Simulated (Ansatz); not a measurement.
# CH₃OSi− (SMILES [CH2-][SiH]=O): one structure at several levels

The task here is to estimate one member of a computed series from the others.

Computed with Ansatz 0.2.0, Gaussian basis. Level: single points in def2-TZVPPD.

Cores are frozen in the correlated methods.

### The starting structure

6 atoms, charge -1, spin multiplicity 1.

Atoms are counted from 1 here; the program's logs count them from 0.

Bond lengths: C1–Si2 1.807 Å, C1–H4 1.056 Å, C1–H5 1.070 Å, Si2–O3 1.580 Å, Si2–H6 1.560 Å. Angles: Si2–C1–H4 123.4°, Si2–C1–H5 119.2°, H4–C1–H5 116.8°, C1–Si2–O3 134.0°, C1–Si2–H6 109.6°, O3–Si2–H6 116.2°.

Geometry (Å):

```csv
atom,x (Å),y (Å),z (Å)
C1,-0.72480,0.27060,-0.64320
Si2,0.57610,-0.32330,0.46150
O3,1.26480,-1.72610,0.69180
H4,-1.29080,-0.36460,-1.26860
H5,-1.04370,1.28960,-0.57440
H6,1.17800,0.87740,1.25520
```

The first run:

run/in.yaml reads:

```yaml
crystal:
  periodic: [false, false, false]
  atoms:
    - {symbol: C, position_ang: [-0.724800, 0.270600, -0.643200]}
    - {symbol: Si, position_ang: [0.576100, -0.323300, 0.461500]}
    - {symbol: O, position_ang: [1.264800, -1.726100, 0.691800]}
    - {symbol: H, position_ang: [-1.290800, -0.364600, -1.268600]}
    - {symbol: H, position_ang: [-1.043700, 1.289600, -0.574400]}
    - {symbol: H, position_ang: [1.178000, 0.877400, 1.255200]}
basis:
  gaussian: {orbitals: "def2-TZVPPD.json"}
total_charge: -1
correlation: {method: ccsd_t}
output: {forces: true}
```

The basis file named in the input lies beside it (Basis Set Exchange, JSON).

The command line of these runs was not kept.

Among the steps run: CCSD(T)/def2-TZVPPD; PBE0-D4/def2-TZVPPD; wB97M-V/def2-TZVPPD; r2SCAN-D4/def2-TZVPPD; PBE-D4/def2-TZVPPD; HSE06-D4/def2-TZVPPD; SPW92/def2-TZVPPD.

One table of the session follows, with a row left open; its other results are not shown here.

```
   method  RMS force component (eV/Å)  angle to CCSD(T) forces (°)
  CCSD(T)                       0.774                    reference
  PBE0-D4                       0.852                          9.4
  wB97M-V                       0.877                          8.8
r2SCAN-D4                       0.807                          5.4
   PBE-D4                       0.788                         11.6
 HSE06-D4                       0.847                          9.1
    SPW92                           ?                            ?
```

Q: Estimate the row for SPW92 from the others.

As computed: RMS force component (eV/Å): 0.911; angle to CCSD(T) forces (°): 8.2. In the column «RMS force component (eV/Å)» it is the highest.
